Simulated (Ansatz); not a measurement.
Geometry optimisation, RKS PBE/def2-SVP (Ansatz 0.2.0).

Input:

```yaml
crystal:
  periodic: [false, false, false]
  atoms:
    - { symbol: Si, position_ang: [-0.49715, -0.050734, -0.319933] }
    - { symbol: Cl, position_ang: [0.145089, 0.713728, 2.872239] }
    - { symbol: H, position_ang: [0.727619, -0.593103, 0.353813] }
    - { symbol: H, position_ang: [-0.265037, 1.388635, -0.712979] }
    - { symbol: H, position_ang: [-0.755679, -0.848903, -1.578419] }
    - { symbol: "N", position_ang: [-1.97756, -0.250388, 0.687942] }
    - { symbol: H, position_ang: [-2.748362, -0.727405, 0.205049] }
    - { symbol: H, position_ang: [-2.344352, 0.618903, 1.098297] }
    - { symbol: H, position_ang: [-0.735067, -0.250733, 2.56899] }
basis:
  gaussian: { orbitals: def2-SVP }
hamiltonian:
  xc: pbe
relax:
  f_tol: 0.03
  max_steps: 50
output:
  orbitals: {}
```

Launched with:

```bash
$ ansatz run input.yaml --threads 1 --pin off --max-ram 2048MiB --backend cpu --events-out ev --progress --plain --runs-dir out
```

Task: Where does it end, and by what steps?

Result: The forces met the threshold. The force dipped under the threshold on the way, but the program's further checks kept it going. After 13 steps the energy has fallen by 0.321 eV; H7 moved furthest, 1.02 Å.

```csv
step,energy less start (eV),largest force component (eV/Å),accepted
0,0.0000,0.580,yes
1,-0.0688,0.756,yes
2,-0.1423,0.341,yes
3,-0.1966,0.293,yes
4,-0.2393,0.331,yes
5,-0.2660,0.295,yes
6,-0.2936,0.251,yes
7,-0.3102,0.204,yes
8,-0.3118,0.220,yes
9,-0.3157,0.113,yes
10,-0.3193,0.041,yes
11,-0.3201,0.023,yes
12,-0.3205,0.034,yes
13,-0.3207,0.017,yes
```

```xyz
9
Properties=species:S:1:pos:R:3
Si -0.489 -0.070 -0.451
Cl -0.159 0.639 3.285
H 0.583 -1.031 -0.031
H 0.004 1.346 -0.469
H -0.969 -0.442 -1.832
N -1.765 -0.152 0.794
H -2.161 -1.086 0.963
H -2.543 0.509 0.676
H -0.951 0.287 2.240
```

Whether the end is a true minimum wasn't checked by a vibrational analysis.

Run time: 16 s on 1 thread of Intel(R) Xeon(R) 6975P-C (Granite Rapids) (shared host), peak memory 0.13 GiB.
